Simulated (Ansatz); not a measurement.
Process, species as SMILES: [C]1=CC1 → [C-]1=CC1 (an electron is taken up)
B3LYP-D3(BJ)/def2-TZVP geometries, fixed; electronic energies without zero-point terms; positive where energy is released.

The adiabatic electron affinity at MP2 with Ansatz (a first-principles code), in eV, split into its Hartree-Fock and correlation parts. Cores are frozen. An unrestricted Hartree-Fock determinant is markedly spin-contaminated. Open shells are unrestricted. No added dispersion term, no relativity. Functions are those of the species that has most. These sets lack the diffuse functions that anions need.

| basis | X | functions | Hartree-Fock | MP2 |
|---|---|---|---|---|
| cc-pVDZ | 2 | 57 | 0.073 | 1.086 |
| cc-pVTZ | 3 | 132 | 0.219 | 1.509 |
| cc-pVQZ | 4 | 255 | 0.300 | 1.694 |

Worked estimate of the basis-set limit from each neighbouring pair, with Hartree-Fock from the larger set and the correlation part extrapolated as X^-3.
Correlation parts: X = 2: 1.013, X = 3: 1.290, X = 4: 1.394.
- (2,3): (27·(1.290) - 8·(1.013))/19 = 1.407; with Hartree-Fock 0.219 the estimate is 1.626 eV.
- (3,4): (64·(1.394) - 27·(1.290))/37 = 1.470; with Hartree-Fock 0.300 the estimate is 1.770 eV.
The last two estimates differ by 0.144 eV; the largest set lies 0.076 from the last. Over the last step Hartree-Fock moves by 0.081 and the correlation part by 0.104.
